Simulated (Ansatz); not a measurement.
Wall time of one geometry in Ansatz (plane waves) for a 256-atom cell of fcc Cu, 1×1×1 k mesh, 1 x GB200 with 34 host threads. Timed on an otherwise idle machine. Each time is one whole self-consistent calculation from the program's own starting density, with atoms slightly displaced so that no symmetry helps. Runs that were refused, crashed or met a hardware fault are not listed.

```csv
level,cutoff,SCF iterations,wall time,times PBE
PBE,420 eV,9,3.6 s,1.0
r²SCAN,500 eV,14,(withheld),(withheld)
HSE06,420 eV,52,74 s,20
```

Question: About how long does r²SCAN take, and how many times PBE is that?

Answer: 
- r²SCAN, wall time: 6.4 s
- r²SCAN, times PBE: 1.8

Ratios come from the unrounded times.

Ansatz is an electronic-structure program.
